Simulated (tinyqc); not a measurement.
Orbital energy against energy difference: ionisation energy by orbital energies and by energy differences in the 6-31g basis, for BH3, spin multiplicity 1. Computed by the program tinyqc with PySCF. 

Geometry (angstrom):
```
atom,x,y,z
B,0.0000,0.0000,0.0230
H,1.1190,0.0000,0.0000
H,-0.5600,0.9690,0.0000
H,-0.5600,-0.9690,0.0000
```

CCSD(T) difference in the same basis = 13.1134 eV

IP-EOM-CCSD = 13.1144 eV

The cation is unrestricted; errors are against CCSD(T) in this basis, not against experiment.

First vertical ionisation energy (eV):
```
method,-e(HOMO),E(cation) - E,error of -e(HOMO),error of the difference
HF,13.814,12.81976,0.700,-0.294
LDA,8.467,13.24622,-4.646,0.133
PBE,8.488,13.21001,-4.625,0.097
B3LYP,9.798,13.48758,-3.315,0.374
PBE0,10.040,13.42206,-3.073,0.309
CAM-B3LYP,11.534,13.51693,-1.580,0.403
LC-wPBE,13.053,13.60066,-0.061,0.487
```

Koopmans errs by +0.70 eV and Delta-HF by -0.29 eV: relaxation, 0.99 eV, lowers the value and the missing correlation difference works against it. The PBE level is off by -4.6 eV through the wrong tail of its potential, though its energy difference is off by +0.10 eV; exact exchange deepens the level, and among the orbital energies LC-wPBE comes closest; among the differences PBE does.
